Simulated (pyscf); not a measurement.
Thermochemistry of product channels of H₃C–SnH₃ + H₂O on the singlet surface, in kcal/mol, from ωB97M-D3(BJ)/def2-TZVP energies (ideal gas, 1 atm, RRHO with modes under 100 cm⁻¹ raised to 100, one conformer, R ln 2 for chiral ones without a mode under 150 cm⁻¹). Structures and frequencies: ωB97X-D3(BJ)/def2-SVP in PySCF.

```
products            ΔE  ΔH(298 K)  ΔG(600 K)  ΔG(1200 K)
----------------  ----  ---------  ---------  ----------
H₃C–SnH₂–OH + H₂   [?]       -2.4       -0.9        -1.3
CH₄ + HO–SnH₃     -9.8       -9.8       -9.6         [?]
```

Problem. Fill in the missing entries.

Solution. 
- H₃C–SnH₂–OH + H₂, ΔE: +0.1
- CH₄ + HO–SnH₃, ΔG(1200 K): -8.9

These are energies of the channels, which say nothing of barriers. Elements past Kr carry the def2 core potentials, without spin-orbit coupling.
